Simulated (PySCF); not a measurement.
# Computed NMR parameters against published values

Bonds (- single, = double, # triple, : aromatic): Cl1-C2 1.769 Å, C2-Cl3 1.769 Å, C2-Cl4 1.769 Å. C2 carries H5.

Measured values that the calculation should reproduce: δ ¹³C C2 77.4; δ ¹H H5 7.26 ppm (measured; solution, CDCl3, 298 K; Fulmer et al., Organometallics 2010, 29, 2176).
δ ¹³C C2 79.2; δ ¹H H5 7.89 ppm (measured; solution, THF-d8, 298 K; Fulmer et al., Organometallics 2010, 29, 2176).
δ ¹³C C2 78.8; δ ¹H H5 7.33 ppm (measured; solution, TFE-d3, 298 K; Fulmer et al., Organometallics 2010, 29, 2176).
δ ¹³C C2 79.2; δ ¹H H5 7.58 ppm (measured; solution, CD3CN, 298 K; Fulmer et al., Organometallics 2010, 29, 2176).

[PySCF 2.14: GIAO PBE0/pcSseg-1 shieldings; coordinates at the GFN2-xTB level; no solvent; no relativistic terms; averaged over atoms made equivalent by symmetry, fast rotation or ring inversion; one conformer]

Task: What does the calculation give, and how does it compare?

Result: 
Reference values: measured (solution, CDCl3, 298 K; Fulmer et al., Organometallics 2010, 29, 2176).
```csv
atoms,quantity,reference,computed,"computed, scaled"
C2,δ ¹³C,77.4,105.2,83.8
H5,δ ¹H,7.26,7.55,7.21
```

Reference values: measured (solution, THF-d8, 298 K; Fulmer et al., Organometallics 2010, 29, 2176).
```tsv
atoms	quantity	reference	computed	computed, scaled
C2	δ ¹³C	79.2	105.2	83.8
H5	δ ¹H	7.89	7.55	7.21
```

Reference values: measured (solution, TFE-d3, 298 K; Fulmer et al., Organometallics 2010, 29, 2176).
```tsv
atoms	quantity	reference	computed	computed, scaled
C2	δ ¹³C	78.8	105.2	83.8
H5	δ ¹H	7.33	7.55	7.21
```

Reference values: measured (solution, CD3CN, 298 K; Fulmer et al., Organometallics 2010, 29, 2176).
| atoms | quantity | reference | computed | computed, scaled |
| --- | --- | --- | --- | --- |
| C2 | δ ¹³C | 79.2 | 105.2 | 83.8 |
| H5 | δ ¹H | 7.58 | 7.55 | 7.21 |

Computed shifts are σ(ref) − σ with the named reference compound (TMS for H and C) calculated as an isolated molecule at the same level. The measured values may be among those fitted. Scaled to experiment by linear calibration (H and C: mostly CDCl3 data, vs TMS): ¹H: δ = 30.01 − 0.943σ (rms 0.17 ppm, 504 shifts, 0.18 ppm with the 4 outliers that the fit left out); ¹³C: δ = 179.97 − 0.974σ -5.5 per attached Cl (rms 2.1 ppm, 958 shifts, 2.3 ppm with the 13 outliers that the fit left out). A few per cent of atoms miss by over 2 rms, more outside the fitted compound classes.

Task: How far are the unscaled ¹³C shifts from the references?

Result: Mean signed difference +26.55 ppm, mean absolute 26.55 ppm over 4 comparisons; the largest is +27.8 ppm at C2 (sp3 CH bonded to 3 Cl).

Task: How far are the unscaled ¹H shifts from the references?

Result: Mean signed difference +0.03 ppm, mean absolute 0.22 ppm over 4 comparisons; the largest is -0.34 ppm at H5 (hydrogen on an sp3 CH bonded to 3 Cl).

8 of the 22 published NMR values on file for this molecule are compared. The rest: values from further sources, protons in aromatic solvents.

Carbons that carry Cl, above all several Cl atoms, come out too deshielded, partly because spin–orbit coupling is missing.
